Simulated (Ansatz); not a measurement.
**C₃H₈N radical: one species, many methods**

One table from this session's results is given with a row withheld; the runs are named, their logs left out.

Method: functionals in def2-TZVPP, the program's frozen cores in correlated methods; program: Ansatz 0.2.0, Gaussian basis.

Levels to be run: LDA (SPW92), PBE-D4, revPBE-D4, BLYP-D4, r2SCAN-D4, B97M-V, PBE0-D4, B3LYP-D4, r2SCANh-D4, r2SCAN0-D4, HSE06-D4, BHLYP-D4, CAM-B3LYP-D4, LC-ωPBE, ωB97X-V, ωB97M-V, B2PLYP, PBE-QIDH; CCSD(T)/def2-SVP; MP2/def2-TZVPP; MP2/def2-QZVPP; RPA on PBE.

1 further run of the same task is left out (it didn't finish).

## Structure used throughout

An earlier PBE0-D4 in a triple-zeta def2 set relaxation fixed the geometry.

SMILES `[CH2]N(C)C`, 12 atoms, charge 0, spin multiplicity 2.

Atoms are counted from 1 here; the program's logs count them from 0.

Bond lengths: C1–N2 1.374 Å, C1–H5 1.082 Å, C1–H6 1.082 Å, N2–C3 1.439 Å, N2–C4 1.439 Å, C3–H7 1.101 Å, C3–H8 1.091 Å, C3–H9 1.092 Å, C4–H10 1.101 Å, C4–H11 1.091 Å, C4–H12 1.092 Å. Angles: N2–C1–H5 117.0°, N2–C1–H6 117.0°, H5–C1–H6 119.3°, C1–N2–C3 117.3°, C1–N2–C4 117.3°, C3–N2–C4 114.8°, N2–C3–H7 112.3°, N2–C3–H8 109.6°, N2–C3–H9 109.9°, H7–C3–H8 108.2°, H7–C3–H9 108.4°, H8–C3–H9 108.4°, N2–C4–H10 112.3°, N2–C4–H11 109.6°, N2–C4–H12 109.9°, H10–C4–H11 108.2°, H10–C4–H12 108.4°, H11–C4–H12 108.4°.

Set-up of the first run:

File in.yaml:

```yaml
crystal:
  periodic: [false, false, false]
  atoms:
    - {symbol: C, position_ang: [-0.262676, 1.447348, -0.284074]}
    - {symbol: N, position_ang: [0.229174, 0.184007, -0.061369]}
    - {symbol: C, position_ang: [0.213011, -0.302325, 1.292804]}
    - {symbol: C, position_ang: [-0.033414, -0.813780, -1.064379]}
    - {symbol: H, position_ang: [-0.119295, 2.175604, 0.502864]}
    - {symbol: H, position_ang: [-0.309007, 1.781837, -1.311769]}
    - {symbol: H, position_ang: [-0.794531, -0.608862, 1.614890]}
    - {symbol: H, position_ang: [0.562699, 0.480770, 1.967457]}
    - {symbol: H, position_ang: [0.880775, -1.161756, 1.386588]}
    - {symbol: H, position_ang: [-1.070565, -1.182153, -1.026120]}
    - {symbol: H, position_ang: [0.141852, -0.391993, -2.055366]}
    - {symbol: H, position_ang: [0.639077, -1.663697, -0.927524]}
basis:
  gaussian: {orbitals: def2-TZVPP}
magnetization: {spin_polarized: true, initial_magnetization: 1}
hamiltonian: {xc: lda}
output: {orbitals: {seedname: orbitals}}
```

Steps of the session up to this table: LDA; PBE-D4 (GGA); revPBE-D4 (GGA); BLYP-D4 (GGA); r2SCAN-D4 (meta-GGA); B97M-V (meta-GGA); PBE0-D4 (hybrid); B3LYP-D4 (hybrid); r2SCANh-D4 (hybrid); r2SCAN0-D4 (hybrid); HSE06-D4 (hybrid); BHLYP-D4 (hybrid); CAM-B3LYP-D4 (range-separated); LC-ωPBE-D4 (range-separated; the results give it without D4); ωB97X-V (range-separated); ωB97M-V (range-separated); B2PLYP (double hybrid); PBE-QIDH (double hybrid).

One of the session's tables, all rows but one given; the rest of the session is left out.

It belongs to the step «Frontier levels by functional». 

```
  functional  HOMO (eV)  gap (eV)
 LDA (SPW92)      -2.86      1.00
      PBE-D4      -2.83      1.38
   revPBE-D4          ?         ?
     BLYP-D4      -2.70      1.27
   r2SCAN-D4      -3.15      2.26
      B97M-V      -3.08      1.84
     PBE0-D4      -4.10      3.82
    B3LYP-D4      -3.86      3.16
  r2SCANh-D4      -3.63      3.15
  r2SCAN0-D4      -4.37      4.48
    HSE06-D4      -3.70      3.03
    BHLYP-D4      -5.29      6.04
CAM-B3LYP-D4      -5.44      6.16
     LC-ωPBE      -6.83      8.98
     ωB97X-V      -6.35      8.11
     ωB97M-V      -6.19      7.70
```

Estimate the missing values for revPBE-D4.

**Answer.** HOMO (eV): -2.78; gap (eV): 1.45. In the column «HOMO (eV)» it lies between PBE-D4 (-2.83) and BLYP-D4 (-2.70).
